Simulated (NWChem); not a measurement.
System: CH6Si; SMILES [SiH3]C

Program: NWChem. Pople sets run with spherical d functions. All runs use the structure optimised with PBE0/def2-SVP.

Problem. Taking B3LYP/aug-cc-pVTZ as the yardstick, which of these has the fewest basis functions while keeping “dipole (D)” within 0.1 D of it: B3LYP/6-31+G*; B3LYP/6-311++G**; B3LYP/3-21G; B3LYP/STO-3G; B3LYP/6-31G*; B3LYP/def2-TZVP; B3LYP/def2-SVPD; B3LYP/def2-SVP?

Solution. B3LYP/3-21G.
```json
[
 {"level": "B3LYP/STO-3G", "basis functions": "20", "dipole (D)": "0.23"},
 {"level": "B3LYP/3-21G", "basis functions": "34", "dipole (D)": "0.75"},
 {"level": "B3LYP/6-31G*", "basis functions": "44", "dipole (D)": "0.83"},
 {"level": "B3LYP/6-31+G*", "basis functions": "52", "dipole (D)": "0.78"},
 {"level": "B3LYP/def2-SVP", "basis functions": "62", "dipole (D)": "0.78"},
 {"level": "B3LYP/def2-SVPD", "basis functions": "92", "dipole (D)": "0.77"},
 {"level": "B3LYP/6-311++G**", "basis functions": "94", "dipole (D)": "0.72"},
 {"level": "B3LYP/def2-TZVP", "basis functions": "104", "dipole (D)": "0.80"},
 {"level": "B3LYP/aug-cc-pVTZ", "basis functions": "234", "dipole (D)": "0.78"}
]
```

The yardstick is one finite set, not the basis-set limit.
